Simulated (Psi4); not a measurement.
**A workflow on C2H5Si (SMILES C=C[SiH2])**

We compute a geometry optimisation (doublet C2H5Si, UPBE/def2-SVPD), then the energy (singlet C2H5Si+, PBE/def2-SVPD), then a geometry optimisation (singlet C2H5Si+, PBE/def2-SVPD), then the energy (singlet C2H5Si−, PBE/def2-SVPD), then a structure relaxation (singlet C2H5Si−, PBE/def2-SVPD) of C2H5Si. 

The calculation is run with Psi4 1.11.

## 1. The structure to begin with

The species is C2H5Si (8 atoms), meant as a doublet with charge 0. SMILES: `C=C[SiH2]`. The coordinates come from a PBE0-D4/def2-TZVP relaxation. The run starts from this shape.

Bond lengths: C1–C2 1.338 Å, C2–Si3 1.837 Å, C1–H4 1.086 Å, C1–H5 1.086 Å, C2–H6 1.089 Å, Si3–H7 1.487 Å, Si3–H8 1.487 Å. Angles: C1–C2–Si3 124.1°, C1–C2–H6 118.0°, Si3–C2–H6 117.8°, C2–C1–H4 121.8°, C2–C1–H5 122.0°, C2–Si3–H7 112.1°, C2–Si3–H8 113.3°, H4–C1–H5 116.2°, H7–Si3–H8 112.2°.

## 2. A structure relaxation at UPBE/def2-SVPD (density fitting) (run 1)

Input file calc.dat:

```
memory 1.6 GB

molecule m {
  0 2
  C     -0.408600     0.930200    -0.877900
  C     -0.357700     0.348900     0.326600
  Si     0.886400    -0.913500     0.807600
  H      0.266200     0.644900    -1.679900
  H     -1.129000     1.708400    -1.111700
  H     -1.056700     0.689200     1.089200
  H      1.531500    -1.544100    -0.375100
  H      0.360000    -1.921200     1.765400
  symmetry c1
}

set basis def2-SVPD
set reference uks

opt("pbe")
```

Launch:

```
psi4 calc.dat calc.out -n 1
```

calc.out:

```text
[...]
  Running in c1 symmetry.
[...]
  Nuclear repulsion =   90.643212233150905
[...]
  Multiplicity = 2
[...]
  Nalpha       = 16
  Nbeta        = 15
[...]
    Number of basis functions: 104
[...]
   @DF-UKS iter   1:  -367.66328707835993    8.37197e-02   8.95456e-03 ADIIS/DIIS
[...]
   @DF-UKS iter   8:  -368.22520497036675   -7.56017e-12   7.21753e-09 DIIS
[...]
   @S^2 Observed:                7.570733565E-01
[...]
  @DF-UKS Final Energy:  -368.22520497036675
   => Energetics <=
    Nuclear Repulsion Energy =             89.5088243982544185
    One-Electron Energy =                -683.6046883879233746
    Two-Electron Energy =                 259.0844890155841540
    DFT Exchange-Correlation Energy =     -33.2138299962819659
    Empirical Dispersion Energy =           0.0000000000000000
    VV10 Nonlocal Energy =                  0.0000000000000000
    Total Energy =                       -368.2252049703667467
[...]
 Multipole Moments:
 ------------------------------------------------------------------------------------
     Multipole            Electronic (a.u.)      Nuclear  (a.u.)        Total (a.u.)
 ------------------------------------------------------------------------------------
 L = 1.  Multiply by 2.5417464519 to convert [e a0] to [Debye]
 Dipole X            :          1.1498832           -1.3006820           -0.1507989
 Dipole Y            :         -0.3196186            0.4884143            0.1687957
 Dipole Z            :          1.4362058           -1.5331131           -0.0969074
 Magnitude           :                                                    0.2462181
[...]
  -Total Gradient:
     Atom            X                  Y                   Z
    ------   -----------------  -----------------  -----------------
       1        0.000006101547     0.000018497535    -0.000043517231
       2       -0.000028478003    -0.000015664387     0.000049170754
       3        0.000053623033     0.000007935559    -0.000003723764
       4        0.000009348610    -0.000021009394     0.000024115643
       5       -0.000001362493    -0.000010035726     0.000030299222
       6       -0.000034383159     0.000042399691    -0.000042782375
       7       -0.000007174016    -0.000009388199    -0.000024541174
       8       -0.000000147701    -0.000019230894     0.000013508875
[...]
```

On the terminal:

```text
Optimizer: Optimization complete!
```

Wall time 93 s (1 thread of Intel Xeon Platinum 8259CL at 2.50GHz (Skylake/Cascade Lake), shared host); peak memory 0.77 GiB.

Steps, from the record of the run:

| step | energy from the first frame kept (eV) | largest force (eV/Å) |
| --- | --- | --- |
| 0 | 0.0000 | 0.6828 |
| 1 | -0.0330 | 0.0731 |
| 2 | -0.0334 | 0.0177 |
| 3 | -0.0335 | 0.0080 |
| 4 | -0.0335 | 0.0036 |

After the run. Bond lengths: C1–C2 1.358 Å, C2–Si3 1.852 Å, C1–H4 1.102 Å, C1–H5 1.101 Å, C2–H6 1.105 Å, Si3–H7 1.504 Å, Si3–H8 1.503 Å. Angles: C1–C2–Si3 124.9°, C1–C2–H6 117.7°, Si3–C2–H6 117.2°, C2–C1–H4 121.9°, C2–C1–H5 121.8°, C2–Si3–H7 112.9°, C2–Si3–H8 113.5°, H4–C1–H5 116.3°, H7–Si3–H8 112.4°.

## 3. The singlet cation: a single-point energy at PBE/def2-SVPD (density fitting) (run 2)

Input file job.py:

```python
import psi4

psi4.set_memory('1600 MB')
psi4.set_num_threads(1)
psi4.set_output_file('run.log', False)

geom = psi4.geometry("""
1 1
C     -0.415607     0.957772    -0.890381
C     -0.360963     0.347758     0.322033
Si     0.891092    -0.925862     0.813549
H      0.271288     0.688567    -1.708387
H     -1.152374     1.745561    -1.111564
H     -1.075006     0.680077     1.097318
H      1.546187    -1.588771    -0.367489
H      0.373933    -1.919777     1.815868
symmetry c1
""")

psi4.set_options({
    'basis': 'def2-SVPD',
})

result = psi4.energy('pbe')
print(f'total energy {result:.8f} hartree = {result * 27.211386:.5f} eV')
```

Launch:

```
python job.py
```

run.log:

```text
[...]
  Running in c1 symmetry.
[...]
  Nuclear repulsion =   89.508822026078732
[...]
  Multiplicity = 1
[...]
  Nalpha       = 15
  Nbeta        = 15
[...]
    Number of basis functions: 104
[...]
   @DF-RKS iter   1:  -367.65013038991628    4.91365e-02   6.53017e-03 DIIS/ADIIS
[...]
   @DF-RKS iter   9:  -367.94008758541702   -3.51884e-07   9.89145e-07 DIIS
[...]
    Orbital Energies [Eh]
    ---------------------
    Doubly Occupied:
       1A    -65.694826     2A    -10.149549     3A    -10.133484
       4A     -5.341394     5A     -3.762733     6A     -3.752605
       7A     -3.752235     8A     -0.911210     9A     -0.751665
      10A     -0.685375    11A     -0.622351    12A     -0.582375
      13A     -0.539477    14A     -0.510210    15A     -0.486679
[...]
  @DF-RKS Final Energy:  -367.94008758541702
   => Energetics <=
    Nuclear Repulsion Energy =             89.5088220260787324
    One-Electron Energy =                -676.1181630034648151
    Two-Electron Energy =                 251.5981364921502461
    DFT Exchange-Correlation Energy =     -32.9288831001812099
    Empirical Dispersion Energy =           0.0000000000000000
    VV10 Nonlocal Energy =                  0.0000000000000000
    Total Energy =                       -367.9400875854170181
[...]
 Multipole Moments:
 ------------------------------------------------------------------------------------
     Multipole            Electronic (a.u.)      Nuclear  (a.u.)        Total (a.u.)
 ------------------------------------------------------------------------------------
 L = 1.  Multiply by 2.5417464519 to convert [e a0] to [Debye]
 Dipole X            :          1.7190521           -1.3006812            0.4183709
 Dipole Y            :         -0.6074517            0.4884155           -0.1190362
 Dipole Z            :          1.7340136           -1.5331132            0.2009004
 Magnitude           :                                                    0.4791292
[...]
```

Standard output:

```text
total energy -367.94008759 hartree = -10012.15975 eV
```

Run time: 11 s. Hardware: 1 thread of Intel Xeon Platinum 8259CL at 2.50GHz (Skylake/Cascade Lake), shared host; peak memory 0.72 GiB.

## 4. The singlet cation: a structure relaxation at PBE/def2-SVPD (density fitting) (run 3)

Input file job.in:

```
memory 1.6 GB

molecule mol {
  1 1
  C     -0.415607     0.957772    -0.890381
  C     -0.360963     0.347758     0.322033
  Si     0.891092    -0.925862     0.813549
  H      0.271288     0.688567    -1.708387
  H     -1.152374     1.745561    -1.111564
  H     -1.075006     0.680077     1.097318
  H      1.546187    -1.588771    -0.367489
  H      0.373933    -1.919777     1.815868
  units angstrom
  symmetry c1
}

set {
  basis def2-SVPD
  reference rks
  geom_maxiter 50
}

e_tot, wfn = opt("pbe", return_wfn=True)
```

Launch:

```
psi4 job.in job.out -n 1
```

job.out:

```text
[...]
  Running in c1 symmetry.
[...]
  Nuclear repulsion =   89.508822026078732
[...]
  Multiplicity = 1
[...]
  Nalpha       = 15
  Nbeta        = 15
[...]
    Number of basis functions: 104
[...]
   @DF-RKS iter   1:  -367.65013038991628    4.91365e-02   6.53017e-03 DIIS/ADIIS
[...]
   @DF-RKS iter   7:  -367.96050179846861   -2.72848e-12   2.84513e-09 DIIS
[...]
  @DF-RKS Final Energy:  -367.96050179846861
   => Energetics <=
    Nuclear Repulsion Energy =             90.8262201389793091
    One-Electron Energy =                -678.7220122358226035
    Two-Electron Energy =                 252.8851548052744249
    DFT Exchange-Correlation Energy =     -32.9498645068997291
    Empirical Dispersion Energy =           0.0000000000000000
    VV10 Nonlocal Energy =                  0.0000000000000000
    Total Energy =                       -367.9605017984686128
[...]
 Multipole Moments:
 ------------------------------------------------------------------------------------
     Multipole            Electronic (a.u.)      Nuclear  (a.u.)        Total (a.u.)
 ------------------------------------------------------------------------------------
 L = 1.  Multiply by 2.5417464519 to convert [e a0] to [Debye]
 Dipole X            :          0.5910808           -0.3574944            0.2335864
 Dipole Y            :         -1.3355569            1.0427718           -0.2927851
 Dipole Z            :          1.1308197           -1.0787096            0.0521102
 Magnitude           :                                                    0.3781550
[...]
  -Total Gradient:
     Atom            X                  Y                   Z
    ------   -----------------  -----------------  -----------------
       1        0.000018475373     0.000025287352     0.000050841957
       2        0.000012323714    -0.000014410428    -0.000081583355
       3        0.000009443162    -0.000009029350     0.000004436566
       4       -0.000027942005    -0.000027505672    -0.000003426458
       5        0.000005447429     0.000001850195     0.000011327155
       6        0.000001762371    -0.000018659541     0.000016286219
       7        0.000003606042     0.000000547416     0.000021567470
       8       -0.000010143380     0.000016584184    -0.000000678644
[...]
```

The script printed:

```text
Optimizer: Optimization complete!
```

Wall time 88 s (1 thread of Intel Xeon Platinum 8259CL at 2.50GHz (Skylake/Cascade Lake), shared host); peak memory 0.78 GiB.

The path in brief:

| step | energy from the first frame kept (eV) | largest force (eV/Å) |
| --- | --- | --- |
| 0 | 0.0000 | 2.7127 |
| 1 | -0.4309 | 1.2148 |
| 2 | -0.5471 | 0.2527 |
| 3 | -0.5541 | 0.0639 |
| 4 | -0.5550 | 0.0680 |
| 5 | -0.5554 | 0.0155 |
| 6 | -0.5555 | 0.0092 |
| 7 | -0.5555 | 0.0043 |

After the run. Bond lengths: C1–C2 1.368 Å, C2–Si3 1.805 Å, C1–H4 1.102 Å, C1–H5 1.102 Å, C2–H6 1.103 Å, Si3–H7 1.491 Å, Si3–H8 1.490 Å. Angles: C1–C2–Si3 119.3°, C1–C2–H6 120.2°, Si3–C2–H6 120.5°, C2–C1–H4 122.7°, C2–C1–H5 121.1°, C2–Si3–H7 118.6°, C2–Si3–H8 122.0°, H4–C1–H5 116.2°, H7–Si3–H8 119.4°.

## 5. The singlet anion: the energy at PBE/def2-SVPD (density fitting) (run 4)

Input file calc.inp:

```
memory 1600 MB

molecule {
  -1 1
  C     -0.415607     0.957772    -0.890381
  C     -0.360963     0.347758     0.322033
  Si     0.891092    -0.925862     0.813549
  H      0.271288     0.688567    -1.708387
  H     -1.152374     1.745561    -1.111564
  H     -1.075006     0.680077     1.097318
  H      1.546187    -1.588771    -0.367489
  H      0.373933    -1.919777     1.815868
  units angstrom
  symmetry c1
}

set globals {
  basis def2-SVPD
}

e, wfn = energy("pbe", return_wfn=True)
```

Launch:

```
psi4 -n 1 calc.inp calc.out
```

calc.out:

```text
[...]
  Running in c1 symmetry.
[...]
  Nuclear repulsion =   89.508822026078732
[...]
  Multiplicity = 1
[...]
  Nalpha       = 16
  Nbeta        = 16
[...]
    Number of basis functions: 104
[...]
   @DF-RKS iter   1:  -367.37198194908655    3.27285e-01   1.13233e-02 DIIS/ADIIS
[...]
   @DF-RKS iter  11:  -368.25181401364478   -2.25404e-08   3.62414e-07 DIIS
[...]
    Orbital Energies [Eh]
    ---------------------
    Doubly Occupied:
       1A    -65.162868     2A     -9.707060     3A     -9.699259
       4A     -4.814276     5A     -3.229896     6A     -3.229180
       7A     -3.226192     8A     -0.481871     9A     -0.323347
      10A     -0.246557    11A     -0.204133    12A     -0.160242
      13A     -0.096156    14A     -0.082855    15A     -0.059463
      16A      0.069784
[...]
  @DF-RKS Final Energy:  -368.25181401364478
   => Energetics <=
    Nuclear Repulsion Energy =             89.5088220260787324
    One-Electron Energy =                -690.4369764999852350
    Two-Electron Energy =                 266.1086774380945030
    DFT Exchange-Correlation Energy =     -33.4323369778327759
    Empirical Dispersion Energy =           0.0000000000000000
    VV10 Nonlocal Energy =                  0.0000000000000000
    Total Energy =                       -368.2518140136447755
[...]
 Multipole Moments:
 ------------------------------------------------------------------------------------
     Multipole            Electronic (a.u.)      Nuclear  (a.u.)        Total (a.u.)
 ------------------------------------------------------------------------------------
 L = 1.  Multiply by 2.5417464519 to convert [e a0] to [Debye]
 Dipole X            :          0.5024524           -1.3006812           -0.7982288
 Dipole Y            :         -0.0516949            0.4884155            0.4367206
 Dipole Z            :          1.0515151           -1.5331132           -0.4815981
 Magnitude           :                                                    1.0294809
[...]
```

It took 13 s on 1 thread of Intel Xeon Platinum 8259CL at 2.50GHz (Skylake/Cascade Lake), shared host; peak memory 0.72 GiB.

## 6. The singlet anion: a structure relaxation at PBE/def2-SVPD (density fitting) (run 5)

Input file c2h5si.in:

```
memory 1600 mb

molecule {
  -1 1
  C     -0.415607     0.957772    -0.890381
  C     -0.360963     0.347758     0.322033
  Si     0.891092    -0.925862     0.813549
  H      0.271288     0.688567    -1.708387
  H     -1.152374     1.745561    -1.111564
  H     -1.075006     0.680077     1.097318
  H      1.546187    -1.588771    -0.367489
  H      0.373933    -1.919777     1.815868
  units angstrom
  symmetry c1
}

set basis def2-SVPD
set reference rks
set geom_maxiter 50

opt("pbe")
```

Launch:

```
psi4 -n 1 c2h5si.in c2h5si.out
```

c2h5si.out:

```text
[...]
  Running in c1 symmetry.
[...]
  Nuclear repulsion =   89.508822026078732
[...]
  Multiplicity = 1
[...]
  Nalpha       = 16
  Nbeta        = 16
[...]
    Number of basis functions: 104
[...]
   @DF-RKS iter   1:  -367.37198194908655    3.27285e-01   1.13233e-02 DIIS/ADIIS
[...]
   @DF-RKS iter   8:  -368.26927368820196   -8.24230e-12   5.58468e-09 DIIS
[...]
  @DF-RKS Final Energy:  -368.26927368820196
   => Energetics <=
    Nuclear Repulsion Energy =             87.5411266002296600
    One-Electron Energy =                -686.5058593216699592
    Two-Electron Energy =                 264.0915255977475908
    DFT Exchange-Correlation Energy =     -33.3960665645092192
    Empirical Dispersion Energy =           0.0000000000000000
    VV10 Nonlocal Energy =                  0.0000000000000000
    Total Energy =                       -368.2692736882019631
[...]
 Multipole Moments:
 ------------------------------------------------------------------------------------
     Multipole            Electronic (a.u.)      Nuclear  (a.u.)        Total (a.u.)
 ------------------------------------------------------------------------------------
 L = 1.  Multiply by 2.5417464519 to convert [e a0] to [Debye]
 Dipole X            :          1.2994812           -2.1374276           -0.8379465
 Dipole Y            :          0.5434331            0.2282648            0.7716979
 Dipole Z            :          1.5370789           -2.1248638           -0.5877848
 Magnitude           :                                                    1.2818592
[...]
  -Total Gradient:
     Atom            X                  Y                   Z
    ------   -----------------  -----------------  -----------------
       1       -0.000055421172     0.000031636030     0.000000174600
       2        0.000083090653    -0.000059025182    -0.000049110275
       3       -0.000033959746     0.000040003361     0.000039167298
       4        0.000001306804     0.000006281373    -0.000011388694
       5        0.000005128821    -0.000006448156     0.000009726293
       6        0.000002364717     0.000000312264     0.000029991272
       7        0.000000230657    -0.000017539199    -0.000010592611
       8       -0.000007889422    -0.000016932004    -0.000004039102
[...]
```

The script printed:

```text
Optimizer: Optimization complete!
```

Run time: 96 s. Hardware: 1 thread of Intel Xeon Platinum 8259CL at 2.50GHz (Skylake/Cascade Lake), shared host; peak memory 0.78 GiB.

Step by step:

| step | energy from the first frame kept (eV) | largest force (eV/Å) |
| --- | --- | --- |
| 0 | 0.0000 | 1.9729 |
| 1 | -0.3712 | 1.2661 |
| 2 | -0.4369 | 0.7515 |
| 3 | -0.4636 | 0.3169 |
| 4 | -0.4669 | 0.3070 |
| 5 | -0.4710 | 0.2120 |
| 6 | -0.4750 | 0.0309 |
| 7 | -0.4751 | 0.0058 |

After the run. Bond lengths: C1–C2 1.363 Å, C2–Si3 1.920 Å, C1–H4 1.105 Å, C1–H5 1.107 Å, C2–H6 1.113 Å, Si3–H7 1.555 Å, Si3–H8 1.555 Å. Angles: C1–C2–Si3 131.3°, C1–C2–H6 114.5°, Si3–C2–H6 113.6°, C2–C1–H4 121.3°, C2–C1–H5 122.9°, C2–Si3–H7 98.8°, C2–Si3–H8 96.8°, H4–C1–H5 115.8°, H7–Si3–H8 95.9°.

## 7. Outcome

| quantity | value |
| --- | --- |
| run 1, UPBE/def2-SVPD: total energy at the end | -368.22520 Eh |
| run 1, UPBE/def2-SVPD: dipole moment | 0.63 D |
| run 1, UPBE/def2-SVPD: HOMO energy (highest over α and β) | -4.75 eV |
| run 1, UPBE/def2-SVPD: LUMO energy (lowest over α and β) | -3.30 eV |
| run 1, UPBE/def2-SVPD: ⟨S²⟩ | 0.757 |
| singlet cation, run 2: total energy | -367.94009 Eh |
| singlet cation, run 2: HOMO energy | -13.24 eV |
| singlet cation, run 2: LUMO energy | -10.63 eV |
| singlet cation, run 2: HOMO–LUMO gap | 2.61 eV |
| singlet cation, run 3: total energy at the end | -367.96050 Eh |
| singlet cation, run 3: HOMO energy | -13.40 eV |
| singlet cation, run 3: LUMO energy | -9.90 eV |
| singlet cation, run 3: HOMO–LUMO gap | 3.51 eV |
| singlet anion, run 4: total energy | -368.25181 Eh |
| singlet anion, run 4: HOMO energy | 1.90 eV |
| singlet anion, run 4: LUMO energy | 4.15 eV |
| singlet anion, run 4: HOMO–LUMO gap (to an unbound level, set by the basis) | 2.26 eV |
| singlet anion, run 5: total energy at the end | -368.26927 Eh |
| singlet anion, run 5: HOMO energy | 1.00 eV |
| singlet anion, run 5: LUMO energy | 3.85 eV |
| singlet anion, run 5: HOMO–LUMO gap (to an unbound level, set by the basis) | 2.85 eV |
| adiabatic electron affinity (to the singlet anion, no zero-point term) | 1.199 eV |
| adiabatic ionisation energy (to the singlet cation, no zero-point term) | 7.203 eV |

In words: The adiabatic electron affinity (to the singlet anion, no zero-point term) is 1.20 eV (116 kJ/mol). The adiabatic ionisation energy (to the singlet cation, no zero-point term) is 7.20 eV (695 kJ/mol). The optimisation (run 1, UPBE/def2-SVPD) took 5 steps and changed the energy by -0.034 eV. The optimisation (singlet cation, run 3) took 8 steps and changed the energy by -0.555 eV. The HOMO (singlet anion, run 4) lies at positive energy, 1.90 eV, as semi-local functionals often give for anions; only total energies tell whether the electron is bound. The optimisation (singlet anion, run 5) took 8 steps and changed the energy by -0.475 eV.
